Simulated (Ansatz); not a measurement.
**Lattice constant a of some cubic transition metals**

Method: PBE-D4 in Ansatz (PAW). References are measured values corrected to a static lattice. The table is a random draw of 6 from 15 solids with such references.

Values in Å.

```csv
solid,reference,PBE-D4,error (%)
bcc Nb,3.294,3.293,-0.03
bcc Ta,3.299,3.305,+0.18
fcc Rh,3.794,3.790,-0.11
fcc Ag,4.062,4.082,+0.49
bcc Mo,3.141,3.137,-0.13
fcc Au,4.062,4.107,+1.11
```

Over these 6 solids the mean error is +0.25 %, the mean absolute error 0.34 % (median 0.15 %), and the worst case fcc Au at +1.11 %; the value is above the reference in 3 of 6 cases. Over all 15, from unrounded values, the mean error is -0.17 % and the mean absolute error 0.63 % (median 0.57 %). Caveats on values not shown: the commensurate order stands in for chromium's spin-density wave, and the size of the moments varies much between levels (1).

All these references are brought to a static lattice.

Spin–orbit coupling is left out, also for the solids with elements from indium on (bcc Ta, fcc Au); its size isn't shown.

Differences are worked out from the printed values.

Ansatz's density-functional and Hartree–Fock values are scalar-relativistic unless marked +SOC, with PAW data made under PBE.

Ansatz's runs of these crystals have no spin polarisation.

Not in this set, of the transition metals with a reference value in our tables and a result at some level: 11 for a reference at room or unstated temperature. These can be a level's best or worst cases. Solids without a released value at any level aren't counted. Layered and molecular crystals are counted apart. The metals Ce to Yb are counted apart.

References as tabulated in Mejia-Rodriguez and Trickey (2018), arXiv:1807.09216.

Ansatz is a quantum-chemistry and plane-wave program.
